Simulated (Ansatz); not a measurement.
# How close CCSD(T) comes to the exact answer in a basis

Each species is computed at the geometry given (Å), with frozen cores, in Ansatz 0.2.0: RHF-CCSD(T) for singlets, UHF-CCSD(T) otherwise, and full CI in the same basis. The program picks the determinant by trial CCSD, so it needn't be the lowest Hartree–Fock solution. States: BO doublet Σ⁺ or Δ, HSiBe quartet A'', PF triplet Σ⁻ or Δ. Cases whose determinant has another symmetry than full CI's state, or whose (Q) step broke down, weren't drawn.

Task: Judging by size, spin and bonding and the diagnostics given, rank them by the size of CCSD(T)'s error in total energy against full CI in the same basis, smallest first (an estimate).
A. HSiBe, quartet, 6-31G: Si -0.245 0.000 0.401; Be 0.714 0.000 -1.444; H 0.442 0.000 1.723. T1 0.023, (T) -35 meV in a correlation energy of -1.62 eV
B. BO, doublet, 6-31G: B 0.000 0.000 0.000; O 0.000 0.000 1.201. T1 0.035, (T) -173 meV in a correlation energy of -4.91 eV
C. PF, triplet, 6-31G: F 0.000 0.000 0.000; P 0.000 0.000 2.556. T1 0.071, (T) -86 meV in a correlation energy of -3.42 eV

Result: A (17.4 meV), B (46.0 meV), C (59.1 meV).

| species | basis | correlated electrons | CCSD(T) − full CI (meV) | CCSDT(Q) − full CI (meV) | unpaired electrons (full CI) | T1 | ⟨S²⟩ of the determinant |
| --- | --- | --- | --- | --- | --- | --- | --- |
| HSiBe, quartet | 6-31G | 7 | 17.4 | -0.1 | 3.03 | 0.023 | 3.77 |
| BO, doublet | 6-31G | 9 | 46.0 | -7.3 | 1.07 | 0.035 | 0.84 |
| PF, triplet | 6-31G | 12 | 59.1 | -4.5 | 2.54 | 0.071 | 2.89 |

Unpaired electrons are Σ n²(2−n)² over natural occupations; an open shell counts its own unpaired electrons too. Frozen cores follow each run's orbitals, which moves totals by a few meV.
